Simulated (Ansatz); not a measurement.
The input, for Ansatz 0.2.0:

```yaml
crystal:
  periodic: [false, false, false]
  atoms:
    - {symbol: Sb, position_ang: [0.000000, -0.022018, 0.000001]}
    - {symbol: H, position_ang: [0.000000, 1.329849, -1.356711]}
    - {symbol: H, position_ang: [0.000000, 1.329915, 1.356647]}
basis:
  gaussian: {orbitals: def2-mTZVP}
total_charge: 1
hamiltonian: {pseudopotentials: {relativity: none}}
correlation: {method: sc_nevpt2, electrons: valence, active_space: {window: {electrons: 2, orbitals: 3}}}
```

```sh
$ ansatz run in.yaml --threads 1 --pin off --events-out ev --progress --plain --max-ram 2393MiB
```

Output:

```
486 factors; integrals over basis functions are off by at most 2.0e-4 eV
mean field evaluation 1: about -6532.3475 eV, gradient 7.1e0 eV
mean field evaluation 2: about -6532.3478 eV, gradient 7.1e0 eV
mean field evaluation 4: about -6532.6183 eV, gradient 4.2e-1 eV
mean field evaluation 8: about -6532.6198 eV, gradient 1.4e-4 eV
mean field -6532.61976501 eV, -240.0693483954 hartree, gradient 6.6e-7 eV, S^2 0.000000; 0 other end points of the search recorded, 0 dependent functions left out; unrestricted orbitals would lower it
reference -6532.61976501 eV, -240.0693483954 hartree; 12, 12 occupied and 30, 30 virtual orbitals, 486 factors
state -6533.27827292 eV, -240.0935481146 hartree
state -6533.27827292 eV, -240.0935481146 hartree; corrected -6536.30598875 eV, -240.2048146192 hartree
state -6533.21332392 eV, -240.0911612831 hartree
state -6533.21332392 eV, -240.0911612831 hartree; corrected -6536.18391336 eV, -240.2003284313 hartree
state -6533.27827292 eV, -240.0935481146 hartree; corrected -6536.30598875 eV, -240.2048146192 hartree
Total energy: -6536.30598875 eV, -240.2048146192 hartree
```

Natural occupations: 1.9401 0.0582 0.0017.

Ran on 1 thread of Intel Xeon, shared host: 7 s wall, 0.15 GiB peak host memory.
